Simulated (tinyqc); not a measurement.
UHF in the sto-3g basis, for OH-, spin multiplicity 1, step by step (part 2 of 2). The basis has no diffuse functions, so it cannot describe the extra electron: this is an exercise in the method, not the real anion. This run ends on a higher stationary point, not on the lowest solution. Computed by tinyqc, a small Python program that keeps every step (integrals from PySCF). Command: `OMP_NUM_THREADS=1 python tinyqc.py 28576 28577 out.jsonl` (the two numbers bound the seeds that draw the settings). One thread of a shared host (Intel(R) Xeon(R) Processor @ 2.60GHz), about 0.2 s of CPU time with the checks.

Geometry (angstrom):
```
atom         x         y         z
O     0.000000  0.000000  0.000000
H     0.000000  0.000000  1.922000
```

## Iteration 3: building the Fock matrix

D(alpha) after iteration 2, lower triangle:
```
            1O 1s      1O 2s     1O 2px     1O 2py    1O 2pz     2H 1s
1O 1s    1.059384
1O 2s   -0.251140   1.062642
1O 2px   0.006492  -0.031659   0.813485
1O 2py   0.010358  -0.050509  -0.297569   0.525254
1O 2pz   0.001582  -0.006177  -0.089310  -0.142487  0.966062
2H 1s    0.007929  -0.053375   0.236867   0.377901  0.014022  0.698748
```

D(beta) after iteration 2, lower triangle:
```
            1O 1s      1O 2s     1O 2px     1O 2py    1O 2pz     2H 1s
1O 1s    1.059384
1O 2s   -0.251140   1.062642
1O 2px  -0.006492   0.031659   0.813485
1O 2py  -0.010358   0.050509  -0.297569   0.525254
1O 2pz   0.001582  -0.006177   0.089310   0.142487  0.966062
2H 1s    0.007929  -0.053375  -0.236867  -0.377901  0.014022  0.698748
```

core Hamiltonian H = T + V (hartree), lower triangle:
```
             1O 1s      1O 2s     1O 2px     1O 2py     1O 2pz      2H 1s
1O 1s   -31.890581
1O 2s    -7.416261  -8.519116
1O 2px    0.000000   0.000000  -6.719849
1O 2py    0.000000   0.000000   0.000000  -6.719849
1O 2pz   -0.003850  -0.048601   0.000000   0.000000  -6.738443
2H 1s    -0.189622  -0.550442   0.000000   0.000000  -0.490006  -2.667954
```

Two-electron integrals (ij|kl) in chemists' order, unique and non-zero (hartree):
```
(11|11) 4.785065   (21|11) 0.741380   (21|21) 0.136873   (22|11) 1.118947
(22|21) 0.256633   (22|22) 0.817206   (31|31) 0.024477   (32|31) 0.037809
(32|32) 0.180518   (33|11) 1.115814   (33|21) 0.256684   (33|22) 0.817023
(33|33) 0.880159   (41|41) 0.024477   (42|41) 0.037809   (42|42) 0.180518
(43|43) 0.047444   (44|11) 1.115814   (44|21) 0.256684   (44|22) 0.817023
(44|33) 0.785270   (44|44) 0.880159   (51|51) 0.024477   (52|51) 0.037809
(52|52) 0.180518   (53|53) 0.047444   (54|54) 0.047444   (55|11) 1.115814
(55|21) 0.256684   (55|22) 0.817023   (55|33) 0.785270   (55|44) 0.785270
(55|55) 0.880159   (61|11) 0.018982   (61|21) 0.003479   (61|22) 0.006496
(61|33) 0.006486   (61|44) 0.006486   (61|51) 0.000156   (61|52) 0.000296
(61|55) 0.006515   (61|61) 0.000090   (62|11) 0.061239   (62|21) 0.014289
(62|22) 0.052549   (62|33) 0.051668   (62|44) 0.051668   (62|51) 0.001063
(62|52) 0.009166   (62|55) 0.054260   (62|61) 0.000371   (62|62) 0.004865
(63|31) 0.001293   (63|32) 0.008248   (63|53) 0.001823   (63|63) 0.000613
(64|41) 0.001293   (64|42) 0.008248   (64|54) 0.001823   (64|64) 0.000613
(65|11) 0.053746   (65|21) 0.012674   (65|22) 0.049729   (65|33) 0.047843
(65|44) 0.047843   (65|51) 0.001987   (65|52) 0.015314   (65|55) 0.053447
(65|61) 0.000338   (65|62) 0.005570   (65|65) 0.006886   (66|11) 0.275162
(66|21) 0.065126   (66|22) 0.274695   (66|33) 0.268833   (66|44) 0.268833
(66|51) 0.003823   (66|52) 0.047733   (66|55) 0.286360   (66|61) 0.001684
(66|62) 0.036642   (66|65) 0.048758   (66|66) 0.774606
```

nuclear repulsion = 2.20261066 hartree

J_ij = sum D_kl (ij|kl) with D = D(alpha) + D(beta), K_ij = sum D_kl (ik|jl) for each spin; F = H + J - K(s); E = tr D H + tr D J / 2 - 0.5 sum_s tr D(s) K(s) + E_nn.

Coulomb J (hartree), lower triangle:
```
            1O 1s     1O 2s     1O 2px    1O 2py    1O 2pz     2H 1s
1O 1s   17.290295
1O 2s    3.250729  7.991589
1O 2px   0.000000  0.000000   7.984415
1O 2py   0.000000  0.000000  -0.056472  7.929715
1O 2pz   0.004453  0.061397   0.000000  0.000000  8.037626
2H 1s    0.082773  0.520528   0.000000  0.000000  0.505177  3.450782
```

exchange K(alpha) (hartree), lower triangle:
```
            1O 1s      1O 2s     1O 2px     1O 2py    1O 2pz     2H 1s
1O 1s    4.898699
1O 2s    0.829552   1.298829
1O 2px  -0.000078  -0.015477   0.985137
1O 2py  -0.000124  -0.024693  -0.247790   0.745123
1O 2pz   0.000075  -0.003863  -0.062606  -0.099882  1.117277
2H 1s    0.022612   0.091749   0.057541   0.091801  0.098592  0.551220
```

exchange K(beta) (hartree), lower triangle:
```
           1O 1s      1O 2s     1O 2px     1O 2py    1O 2pz     2H 1s
1O 1s   4.898699
1O 2s   0.829552   1.298829
1O 2px  0.000078   0.015477   0.985137
1O 2py  0.000124   0.024693  -0.247790   0.745123
1O 2pz  0.000075  -0.003863   0.062606   0.099882  1.117277
2H 1s   0.022612   0.091749  -0.057541  -0.091801  0.098592  0.551220
```

F(alpha) (hartree), lower triangle:
```
             1O 1s      1O 2s     1O 2px     1O 2py     1O 2pz     2H 1s
1O 1s   -19.498985
1O 2s    -4.995084  -1.826356
1O 2px    0.000078   0.015477   0.279428
1O 2py    0.000124   0.024693   0.191318   0.464743
1O 2pz    0.000528   0.016659   0.062606   0.099882   0.181905
2H 1s    -0.129461  -0.121663  -0.057541  -0.091801  -0.083421  0.231607
```

F(beta) (hartree), lower triangle:
```
             1O 1s      1O 2s     1O 2px     1O 2py     1O 2pz     2H 1s
1O 1s   -19.498985
1O 2s    -4.995084  -1.826356
1O 2px   -0.000078  -0.015477   0.279428
1O 2py   -0.000124  -0.024693   0.191318   0.464743
1O 2pz    0.000528   0.016659  -0.062606  -0.099882   0.181905
2H 1s    -0.129461  -0.121663   0.057541   0.091801  -0.083421  0.231607
```

total energy of this density = -73.76195700 hartree

This density is a damped mixture and is not idempotent.

## Iteration 3: DIIS over 3 matrices

error matrix X^T (FDS - SDF) X (alpha):
```
           1          2          3          4          5          6
1   0.000000   0.000050   0.001348   0.002151   0.000082  -0.002972
2  -0.000050   0.000000  -0.006874  -0.010967   0.000561   0.015251
3  -0.001348   0.006874   0.000000   0.000000   0.029752   0.051627
4  -0.002151   0.010967   0.000000   0.000000   0.047468   0.082367
5  -0.000082  -0.000561  -0.029752  -0.047468   0.000000   0.059731
6   0.002972  -0.015251  -0.051627  -0.082367  -0.059731   0.000000
```

B (overlaps of the stored error matrices), lower triangle:
```
               1              2              3
1  4.1859495e-01
2  1.8519108e-01  8.9501225e-02
3  1.4811036e-01  7.5721493e-02  6.6286752e-02
```

Minimise |sum c_i e_i|^2 with sum c_i = 1: solve [B -1; -1 0][c; lambda] = [0; -1] with B_ij = tr e_i^T e_j summed over both spins, and take F = sum c_i F_i.

DIIS coefficients: -1.708285  8.697940  -5.989655

extrapolated F(alpha) (hartree), lower triangle:
```
             1O 1s      1O 2s     1O 2px     1O 2py     1O 2pz     2H 1s
1O 1s   -20.037639
1O 2s    -5.107378  -2.128158
1O 2px   -0.000549  -0.019564   0.033799
1O 2py   -0.000876  -0.031212   0.319842   0.343605
1O 2pz    0.006674   0.041771  -0.035670  -0.056909  -0.197373
2H 1s    -0.131592  -0.113105  -0.058512  -0.093351  -0.040956  0.331377
```

extrapolated F(beta) (hartree), lower triangle:
```
             1O 1s      1O 2s    1O 2px    1O 2py     1O 2pz     2H 1s
1O 1s   -20.037639
1O 2s    -5.107378  -2.128158
1O 2px    0.000549   0.019564  0.033799
1O 2py    0.000876   0.031212  0.319842  0.343605
1O 2pz    0.006674   0.041771  0.035670  0.056909  -0.197373
2H 1s    -0.131592  -0.113105  0.058512  0.093351  -0.040956  0.331377
```

## Iteration 3: diagonalisation and new density

X, lower triangle:
```
            1O 1s      1O 2s    1O 2px    1O 2py     1O 2pz     2H 1s
1O 1s    1.021973
1O 2s   -0.123112   1.025094
1O 2px   0.000000   0.000000  1.000000
1O 2py   0.000000   0.000000  0.000000  1.000000
1O 2pz  -0.000447   0.003371  0.000000  0.000000   1.003570
2H 1s    0.005199  -0.046062  0.000000  0.000000  -0.049007  1.006635
```

overlap S, lower triangle:
```
           1O 1s     1O 2s    1O 2px    1O 2py    1O 2pz     2H 1s
1O 1s   1.000000
1O 2s   0.236704  1.000000
1O 2px  0.000000  0.000000  1.000000
1O 2py  0.000000  0.000000  0.000000  1.000000
1O 2pz  0.000000  0.000000  0.000000  0.000000  1.000000
2H 1s   0.005997  0.088958  0.000000  0.000000  0.096941  1.000000
```

A level shift of 0.5 hartree raises the virtual space: F + shift (S - S D(s) S), with D(s) the density of one spin. Diagonalise F' = X^T F X, C = X C', fill 5 alpha and 5 beta electrons from the bottom; D(s) = C_occ C_occ^T; the new density keeps 0.2 of the old one (damping). Each column has its largest component positive (the first on a tie).

F' = X^T F X (alpha) (hartree), lower triangle:
```
            1          2          3          4          5         6
1  -19.676194
2   -2.633553  -1.239616
3    0.000187  -0.007443   0.127056
4    0.000299  -0.011875   0.468626   0.580978
5   -0.001052   0.049281   0.005836   0.009311  -0.177070
6    0.007193  -0.073419  -0.171553  -0.273698  -0.097562  0.497705
```

orbital energies (alpha) (hartree): MO1 -20.045006, MO2 -0.878065, MO3 -0.190287, MO4 -0.166677, MO5 0.329559, MO6 1.063334

coefficients C (alpha):
```
              MO1        MO2        MO3        MO4        MO5        MO6
1O 1s    0.995023  -0.262450  -0.013092   0.000000   0.021219  -0.006348
1O 2s    0.020241   1.025949   0.049650   0.000000  -0.105934   0.037940
1O 2px   0.000042   0.009621   0.021401   0.847314   0.267354   0.458291
1O 2py   0.000067   0.015350   0.034143  -0.531092   0.426541   0.731165
1O 2pz  -0.000274  -0.061905   0.979889   0.000000  -0.200692   0.072620
2H 1s   -0.001076   0.010450   0.114520   0.000000   0.863333  -0.509211
```

F' = X^T F X (beta) (hartree), lower triangle:
```
            1          2          3          4          5         6
1  -19.676194
2   -2.633553  -1.239616
3   -0.000187   0.007443   0.127056
4   -0.000299   0.011875   0.468626   0.580978
5   -0.001052   0.049281  -0.005836  -0.009311  -0.177070
6    0.007193  -0.073419   0.171553   0.273698  -0.097562  0.497705
```

orbital energies (beta) (hartree): MO1 -20.045006, MO2 -0.878065, MO3 -0.190287, MO4 -0.166677, MO5 0.329559, MO6 1.063334

coefficients C (beta):
```
              MO1        MO2        MO3        MO4        MO5        MO6
1O 1s    0.995023  -0.262450  -0.013092   0.000000   0.021219   0.006348
1O 2s    0.020241   1.025949   0.049650   0.000000  -0.105934  -0.037940
1O 2px  -0.000042  -0.009621  -0.021401   0.847314  -0.267354   0.458291
1O 2py  -0.000067  -0.015350  -0.034143  -0.531092  -0.426541   0.731165
1O 2pz  -0.000274  -0.061905   0.979889   0.000000  -0.200692  -0.072620
2H 1s   -0.001076   0.010450   0.114520   0.000000   0.863333   0.509211
```

D(alpha) after iteration 3, lower triangle:
```
            1O 1s      1O 2s     1O 2px     1O 2py     1O 2pz     2H 1s
1O 1s    1.059535
1O 2s   -0.251843   1.065863
1O 2px   0.003626  -0.020242   0.794673
1O 2py   0.005785  -0.032294  -0.327583   0.477369
1O 2pz  -0.000574   0.003881  -0.044487  -0.070975   0.996646
2H 1s    0.011991  -0.070732   0.234067   0.373434  -0.046551  0.746605
```

D(beta) after iteration 3, lower triangle:
```
            1O 1s      1O 2s     1O 2px     1O 2py     1O 2pz     2H 1s
1O 1s    1.059535
1O 2s   -0.251843   1.065863
1O 2px  -0.003626   0.020242   0.794673
1O 2py  -0.005785   0.032294  -0.327583   0.477369
1O 2pz  -0.000574   0.003881   0.044487   0.070975   0.996646
2H 1s    0.011991  -0.070732  -0.234067  -0.373434  -0.046551  0.746605
```

## Iteration 41 (converged): orbitals

converged F(alpha) (hartree), lower triangle:
```
             1O 1s      1O 2s     1O 2px     1O 2py     1O 2pz     2H 1s
1O 1s   -19.902262
1O 2s    -5.079313  -2.049777
1O 2px    0.000038   0.011594   0.085261
1O 2py    0.000061   0.018497   0.269404   0.346212
1O 2pz    0.003871   0.037416  -0.046745  -0.074578  -0.064688
2H 1s    -0.131102  -0.122609  -0.033797  -0.053920  -0.057000  0.300193
```

converged F(beta) (hartree), lower triangle:
```
             1O 1s      1O 2s    1O 2px    1O 2py     1O 2pz     2H 1s
1O 1s   -19.902262
1O 2s    -5.079313  -2.049777
1O 2px   -0.000038  -0.011594  0.085261
1O 2py   -0.000061  -0.018497  0.269404  0.346212
1O 2pz    0.003871   0.037416  0.046745  0.074578  -0.064688
2H 1s    -0.131102  -0.122609  0.033797  0.053920  -0.057000  0.300194
```

Diagonalise F' = X^T F X, C = X C', fill 5 alpha and 5 beta electrons from the bottom; D(s) = C_occ C_occ^T. Each column has its largest component positive (the first on a tie).

F' = X^T F X (alpha) (hartree), lower triangle:
```
            1          2          3          4          5         6
1  -19.540678
2   -2.630627  -1.162560
3   -0.001543   0.013279   0.085261
4   -0.002462   0.021186   0.269404   0.346212
5   -0.003018   0.042759  -0.045217  -0.072140  -0.058550
6    0.006983  -0.072942  -0.032264  -0.051474  -0.071493  0.317369
```

orbital energies (alpha) (hartree): MO1 -19.909811, MO2 -0.800698, MO3 -0.085378, MO4 -0.083600, MO5 0.326338, MO6 0.540204

coefficients C (alpha):
```
              MO1        MO2        MO3        MO4        MO5        MO6
1O 1s    0.994951  -0.262687  -0.010586   0.000000   0.022280  -0.008489
1O 2s    0.020522   1.025670   0.038209   0.000000  -0.112600   0.039345
1O 2px  -0.000016  -0.010483   0.082670   0.847314   0.111641   0.512495
1O 2py  -0.000025  -0.016724   0.131893  -0.531092   0.178114   0.817644
1O 2pz  -0.000130  -0.053614   0.959491   0.000000  -0.277417  -0.095439
2H 1s   -0.001086   0.017597   0.154750   0.000000   0.968557  -0.235591
```

F' = X^T F X (beta) (hartree), lower triangle:
```
            1          2         3         4          5         6
1  -19.540678
2   -2.630627  -1.162560
3    0.001543  -0.013279  0.085261
4    0.002462  -0.021186  0.269404  0.346212
5   -0.003018   0.042759  0.045217  0.072140  -0.058550
6    0.006983  -0.072942  0.032264  0.051474  -0.071493  0.317370
```

orbital energies (beta) (hartree): MO1 -19.909811, MO2 -0.800698, MO3 -0.085378, MO4 -0.083600, MO5 0.326338, MO6 0.540204

coefficients C (beta):
```
              MO1        MO2        MO3        MO4        MO5        MO6
1O 1s    0.994951  -0.262687  -0.010586   0.000000   0.022280   0.008489
1O 2s    0.020522   1.025670   0.038209   0.000000  -0.112600  -0.039345
1O 2px   0.000016   0.010483  -0.082670   0.847314  -0.111641   0.512495
1O 2py   0.000025   0.016724  -0.131893  -0.531092  -0.178114   0.817643
1O 2pz  -0.000130  -0.053614   0.959491   0.000000  -0.277417   0.095438
2H 1s   -0.001086   0.017597   0.154750   0.000000   0.968557   0.235592
```

D(alpha) after iteration 41, lower triangle:
```
            1O 1s      1O 2s     1O 2px    1O 2py     1O 2pz     2H 1s
1O 1s    1.059541
1O 2s   -0.251925   1.066559
1O 2px   0.004350  -0.020164   0.737349
1O 2py   0.006941  -0.032170  -0.419038  0.331459
1O 2pz  -0.002384   0.012905   0.048912  0.078035   1.000457
2H 1s    0.014239  -0.085121   0.120739  0.192629  -0.121157  0.962362
```

D(beta) after iteration 41, lower triangle:
```
            1O 1s      1O 2s     1O 2px     1O 2py     1O 2pz     2H 1s
1O 1s    1.059541
1O 2s   -0.251925   1.066559
1O 2px  -0.004350   0.020164   0.737349
1O 2py  -0.006941   0.032171  -0.419038   0.331459
1O 2pz  -0.002384   0.012905  -0.048912  -0.078034   1.000457
2H 1s    0.014239  -0.085121  -0.120740  -0.192630  -0.121157  0.962361
```

## Convergence

Stop when the energy changes by less than 1e-08 hartree and every element of the error matrix X^T (F D S - S D F) X (for each spin) is below 3e-05.

Course of the cycle:
```
iteration   E (hartree)     change  largest element of the error matrix
1          -73.12480355          -                             2.62e-01
2          -73.67903646  -5.54e-01                             1.08e-01
3          -73.76195700  -8.29e-02                             8.24e-02
4          -73.75420608   7.75e-03                             6.94e-02
5          -73.76631547  -1.21e-02                             5.53e-02
6          -73.77495620  -8.64e-03                             3.78e-02
7          -73.78354579  -8.59e-03                             3.53e-02
8          -73.77966921   3.88e-03                             2.92e-02
9          -73.77719028   2.48e-03                             2.33e-02
10         -73.77459449   2.60e-03                             1.60e-02
11         -73.77347413   1.12e-03                             9.59e-03
12         -73.77370500  -2.31e-04                             7.85e-03
13         -73.77398994  -2.85e-04                             6.63e-03
14         -73.77436168  -3.72e-04                             5.44e-03
...                 ...        ...                                  ...
28         -73.77498164  -7.98e-07                             3.30e-04
29         -73.77498136   2.81e-07                             2.16e-04
30         -73.77498185  -4.93e-07                             1.44e-04
31         -73.77498227  -4.17e-07                             1.09e-04
32         -73.77498248  -2.11e-07                             8.75e-05
33         -73.77498261  -1.30e-07                             8.10e-05
34         -73.77498266  -5.95e-08                             8.15e-05
35         -73.77498270  -3.25e-08                             7.50e-05
36         -73.77498273  -2.79e-08                             7.44e-05
37         -73.77498278  -5.59e-08                             8.83e-05
38         -73.77498276   2.51e-08                             6.78e-05
39         -73.77498275   7.40e-09                             5.43e-05
40         -73.77498275  -5.93e-09                             4.09e-05
41         -73.77498275  -2.29e-10                             2.83e-05
```

PySCF UHF in the same basis, after a stability check = -73.96597716 hartree

Converged in 41 iterations. But the solution lies 0.19099 hartree above the reference: it is another stationary point, not the lowest one. Reruns (cap 100 unless said): DIIS 8: converged in 11 to a higher stationary point; damping 0.5: not converged; level shift 0.5: converged in 65 to a higher stationary point; atomic densities as start, DIIS 8: converged in 7 to a higher stationary point.

## Populations, bond orders and dipole

Mulliken: Z minus the diagonal of D S on the atom; Loewdin: the same with S^(1/2) D S^(1/2); Mayer order: 2 sum_s sum (D(s) S)_ij (D(s) S)_ji over the two atoms.

Charges (e):
```
atom   Mulliken    Loewdin  Mulliken spin
1O    -0.113741  -0.113247      -4.84e-07
2H    -0.886259  -0.886753       4.84e-07
```

Mayer bond orders:
```
pair     order
2-1   0.214544
```

dipole moment about the origin, x y z (debye): 0.000000  0.000000  -8.294610

<S^2> of the determinant (pure state: 0) = 0.256293
